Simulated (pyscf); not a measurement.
Single points on ωB97X-D3(BJ)/def2-SVP structures (PySCF, gas phase). Correlated levels are frozen-core, on RHF or UHF. ΔMP2 is the change of the MP2 total energy from the triple- to the quadruple-zeta basis.

SMILES: [F][Na]
```xyz
2

F      1.3479    -2.1728    -0.5169
Na     0.3018    -1.0281    -1.5989
```
Charge 0, spin multiplicity 1.

### Question
How much does it cost (ΔH, 298 K, CCSD(T)/def2-TZVPP + ΔMP2(QZVPP)) to split F–Na at its F–Na bond into F• + Na•?

### Answer
F–Na to F• + Na•: 468.4 kJ/mol. The CCSD(T) − MP2 part came from Ansatz, without density fitting, on the same reference. The frozen core leaves the outer d or s,p core shells of the metals and heavy elements correlated in the MP2 and CC values, and def2-TZVPP describes them poorly, which can shift differences by a few kcal/mol. Left out: the spin-orbit lowering of F.
